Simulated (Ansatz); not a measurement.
Ideal-gas functions of `O=C=C=C=O` at 600 K and 1 bar, from an Ansatz frequency run at PBE0-D4/def2-TZVP.

Molar mass 68.03 g/mol, point group D∞h (symmetry number 2), electronic degeneracy 1, moments of inertia 227.368 u Å². Harmonic wavenumbers (cm⁻¹, unscaled): 56, 56, 578, 578, 598, 598, 790, 1671, 2299, 2420.

Use S(trans) = R[1.5 ln M + 2.5 ln T − 1.1517]; rotational temperatures θ = 24.2544 K / I; S(rot) = R[ln(T/σθ) + 1]; for each mode x = 1.438777 ν̃/T, S = R[x/(eˣ − 1) − ln(1 − e⁻ˣ)] and H = RT x/(eˣ − 1); 1 cm⁻¹ = 0.0119627 kJ/mol; R = 8.31446 J/(mol·K).

Task: By hand: the entropy, in J/(mol·K).

Result: Translation 176.0. Rotation: θ = 0.1067 K, giving 74.3. Vibration, mode by mode: 25.01, 25.01, 6.24, 6.24, 6.00, 6.00, 4.14, 0.77, 0.22, 0.17, in all 79.8. Electronic 0.0. Sum 330.1 J/(mol·K).

Task: By hand: H − E and G − E in kJ/mol, counted from the electronic energy.

Result: Zero-point energy ½ × 9644 × 0.0119627 = 57.7; thermal vibration 20.7; translation, rotation and pV give 3.5 RT = 17.5. H − E = 95.9 kJ/mol, and G − E = 95.9 − 600 × 330.1/1000 = -102.2 kJ/mol.

Vibration gives 24 % of the entropy, 50.0 J/(mol·K) of it from the modes under 150 cm⁻¹: soft modes count most, and the harmonic formula is weakest for them.
